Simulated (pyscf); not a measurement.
This saddle point was located with ωB97X-D3(BJ)/def2-SVP in PySCF.

```xyz
10

O     -2.3874    -0.0226    -0.0357
B     -1.3410     0.2815    -0.9143
O     -1.6184     1.0318    -2.0481
H     -2.2209    -0.7907     0.5166
H     -0.7369    -1.0674    -1.3262
H     -2.5045     0.8362    -2.3701
N      0.0610     0.6982    -0.3139
H      0.0130    -0.4736    -0.8664
H      0.5006     1.4822    -0.7930
H      0.1105     0.7916     0.6982
```

Surface: singlet, charge 0. Lowest wavenumbers (cm⁻¹): 1560i, 237, 287, 344, 371.

Q: Which two sides does it connect, and which bonds change?

A: HO–BH–OH + ammonia (NH₃) <-> H₂N–B(OH)–OH + hydrogen (H₂), a four-centre exchange read from left to right: B–H, H–N broken and B–N, H–H formed. At ωB97M-D3(BJ)/def2-TZVP it lies +1.49 eV from the left side and +2.17 eV from the right (each side as separated species at their lowest minima found). On the reactant side the descent ends in an adduct with a B–N contact (not fully relaxed), 0.15 eV under the separated species and 1.67 eV under the saddle at ωB97X-D3(BJ)/def2-TZVP. What is counted as formed (B–N) is already present as a longer contact in the reactant adduct; forming that adduct is a step of its own. At the saddle there is also a short B–H contact that neither side keeps. The same reactants have a lower exit, to H₂O + H₂N–BH–OH (barrier +1.13 eV at ωB97M-D3(BJ)/def2-TZVP, against +1.49 eV here). This is the saddle that the search found; another between the same sides may lie lower.
